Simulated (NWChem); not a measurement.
# M06-2X/aug-pcseg-0 run of OH− (hydroxide)

Aim: the vertical ionisation energy of OH− (hydroxide) at M06-2X/aug-pcseg-0, from 2 runs. 

Program for the calculation: NWChem 7.3.0.

15 further runs of the same task are left out: 15 set aside as unsound or not needed.

## 1. Starting point

The species is OH− (2 atoms), meant as a singlet with charge -1. As SMILES, `[OH-]`. The coordinates come from a PBE0-D4/def2-TZVPD relaxation.

Bond lengths: O1–H2 0.964 Å.

## 2. The energy at M06-2X/aug-pcseg-0

Contents of ho.xyz:

```xyz
2
HO M06-2X
O      0.411800    -0.131800     0.212500
H     -0.411800     0.131800    -0.212500
```

Contents of ho.nw:

```
start ho
title "HO M06-2X"
memory total 2200 mb
charge -1

geometry units angstrom noautosym nocenter noautoz
load format xyz ho.xyz
end

basis spherical bse
* library aug-pcseg-0
end

dft
xc m06-2x
grid fine
convergence energy 1e-08
maxiter 100
mulliken
print low
end

task dft energy
```

Run with:

```
$ nwchem ho.nw > ho.out
```

Log:

```text
[...]
 d= 0,ls=0.0,diis     1    -75.2879791904 -7.97D+01  9.36D-02  3.03D+00     0.2
[...]
 d= 0,ls=0.0,diis    11    -75.5608938464 -1.87D-10  4.14D-07  1.85D-11     1.1
         Total DFT energy =      -75.560893846405
      One electron energy =     -115.896965645013
           Coulomb energy =       44.991363630691
    Exchange-Corr. energy =       -9.048859190193
 Nuclear repulsion energy =        4.393567358110
[...]
      Total Density - Mulliken Population Analysis
     ---------------------------------------------
    Atom       Charge   Shell Charges
 -----------   ------   -------------------------------------------------------
    1 O    8     9.27   1.99  0.97  0.92  0.13  1.96  2.61  0.69
    2 H    1     0.73   0.57  0.16  0.01
[...]
```

It took 2 s on 1 thread of Intel Xeon Platinum 8259CL at 2.50GHz (Skylake/Cascade Lake), shared host; peak memory 0.1 GiB.

## 3. Doublet neutral OH

Contents of nw.nw:

```
start nw
title "HO"
memory stack 880 mb heap 220 mb global 1100 mb
charge 0

geometry units angstrom noautosym nocenter noautoz
O      0.411800    -0.131800     0.212500
H     -0.411800     0.131800    -0.212500
end

basis spherical bse
* library aug-pcseg-0
end

dft
xc m06-2x
mult 2
grid fine
convergence energy 1e-08
iterations 100
mulliken
print low
end

task dft energy
```

Run with:

```
$ nwchem nw.nw > nw.out
```

Log:

```text
[...]
 d= 0,ls=0.0,diis     1    -75.4824153114 -7.99D+01  1.06D-02  1.82D-02     0.2
[...]
 d= 0,ls=0.0,diis    15    -75.4946652708 -3.56D-09  1.89D-07  5.88D-12     2.1
[...]
         Total DFT energy =      -75.494665270783
      One electron energy =     -112.082474992422
           Coulomb energy =       40.983331029493
    Exchange-Corr. energy =       -8.789088665964
 Nuclear repulsion energy =        4.393567358110
[...]
      Total Density - Mulliken Population Analysis
     ---------------------------------------------
    Atom       Charge   Shell Charges
 -----------   ------   -------------------------------------------------------
    1 O    8     8.40   1.99  1.04  0.91  0.05  1.93  2.30  0.17
    2 H    1     0.60   0.54  0.05  0.01
[...]
      <S2> =      0.7518 (Exact =     0.7500)
[...]
```

Run time: 2.7 s. Hardware: 1 thread of Intel Xeon Platinum 8259CL at 2.50GHz (Skylake/Cascade Lake), shared host; peak memory 0.1 GiB.

## 4. What came out

At M06-2X/aug-pcseg-0:

| quantity | value |
| --- | --- |
| singlet OH−: total energy | -75.56089 Eh |
| doublet neutral OH: total energy | -75.49467 Eh |
| doublet neutral OH: ⟨S²⟩ | 0.752 |
| vertical detachment energy (to the doublet neutral) | 1.802 eV |

**Reading.** The vertical ionisation energy comes to 1.80 eV (174 kJ/mol).
